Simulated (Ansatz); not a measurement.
Input file:

```yaml
crystal:
  periodic: [false, false, false]
  atoms:
    - {symbol: B, position_ang: [-0.070233, 0.135236, 0.133943]}
    - {symbol: H, position_ang: [0.344452, 0.947731, 0.944596]}
    - {symbol: H, position_ang: [-0.494560, -0.672458, 0.944404]}
    - {symbol: H, position_ang: [-0.483045, 0.943882, -0.681500]}
    - {symbol: H, position_ang: [1.386461, -2.669672, -2.644149]}
basis:
  gaussian: {orbitals: 6-31G}
magnetization: {spin_polarized: false, initial_magnetization: 1}
correlation: {method: ccsdt_q, electrons: outside_noble_gas}
scf: {lower_state_search: off}
```

```sh
$ ansatz run in.yaml --threads 1 --pin off --events-out ev --progress --plain --max-ram 2393MiB
```

Task: Roughly how long does this take on 1 thread of Arm Neoverse V2, shared host, and how much host memory?

Result: 1.7 s wall and 0.09 GiB.

```
these checks for a lower state are left out or cut short: stability, starts, cluster_reference, orbital_swaps, neighbouring_geometries, increment
381 factors; integrals over basis functions are off by at most 8.1e-8 eV
mean field evaluation 1: about -729.3238 eV, gradient 9.9e0 eV
mean field evaluation 2: about -729.3200 eV, gradient 9.9e0 eV
mean field evaluation 4: about -729.8925 eV, gradient 7.1e-1 eV
mean field evaluation 8: about -729.8997 eV, gradient 1.3e-3 eV
mean field -729.89966092 eV, -26.8233177952 hartree, gradient 2.3e-6 eV, S^2 0.750000; 0 other end points of the search recorded, 0 dependent functions left out
1 core orbitals not correlated: weight in the atoms' cores, before any rotation towards them, 1.000 or more for the frozen orbitals, at most 0.000 for the correlated occupied ones
reference -729.89966092 eV, -26.8233177952 hartree; 4, 3 occupied and 12, 13 virtual orbitals, 381 factors
second order -1.57713003 eV of doubles, -0.00000218 eV of singles
cycle   1  -1.94261593 eV  change   -3.7e-1 eV  update   4.6e-2
cycle   2  -2.12716918 eV  change   -1.8e-1 eV  update   1.9e-2
cycle   3  -2.13675724 eV  change   -9.6e-3 eV  update   4.0e-3
cycle   4  -2.13671081 eV  change    4.6e-5 eV  update   1.1e-3
cycle   5  -2.13657329 eV  change    1.4e-4 eV  update   3.8e-4
cycle   6  -2.13673754 eV  change   -1.6e-4 eV  update   1.8e-4
cycle   7  -2.13674521 eV  change   -7.7e-6 eV  update   8.3e-5
cycle   8  -2.13670850 eV  change    3.7e-5 eV  update   3.2e-5
cycle   9  -2.13671064 eV  change   -2.1e-6 eV  update   1.2e-5
cycle  10  -2.13671421 eV  change   -3.6e-6 eV  update   6.0e-6
cycle  11  -2.13671442 eV  change   -2.1e-7 eV  update   4.2e-6
cycle  12  -2.13671401 eV  change    4.2e-7 eV  update   3.3e-6
cycle  13  -2.13671308 eV  change    9.2e-7 eV  update   1.9e-6
cycle  14  -2.13671354 eV  change   -4.6e-7 eV  update   8.0e-7
perturbative correction -0.00026912 eV, -0.0000098901 hartree
Total energy: -732.03664359 eV, -26.9018504597 hartree
Checks for a lower state left out: stability, starts, cluster_reference, orbital_swaps, neighbouring_geometries, increment
```
